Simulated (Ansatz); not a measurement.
We consider fcc Ir, described by r²SCAN (Ansatz, a program for electronic structure, plane waves, PAW).

Numerical settings: plane-wave cutoff 500 eV, 32×32×32 k mesh, Fermi–Dirac smearing 0.1 eV, no spin polarisation, scalar-relativistic PAW data made under PBE.

Computed at the level's own relaxed cell.

### Question
Estimate the equilibrium volume per atom and lattice parameter a that the calculation returns.

### Answer

equilibrium volume per atom: 14.21 Å³/atom
lattice parameter a: 3.845 Å

Measured, for comparison: equilibrium volume per atom 14.06 Å³/atom, lattice constant a 3.831 Å (static lattice: zero-point anharmonic expansion removed; as tabulated in Mejia-Rodriguez and Trickey (2018), arXiv:1807.09216). Computed (rounded) less measured: equilibrium volume per atom +1.1 %, lattice constant a +0.4 %.

Spin–orbit coupling is not included.

The result took roughly 100 core-seconds.
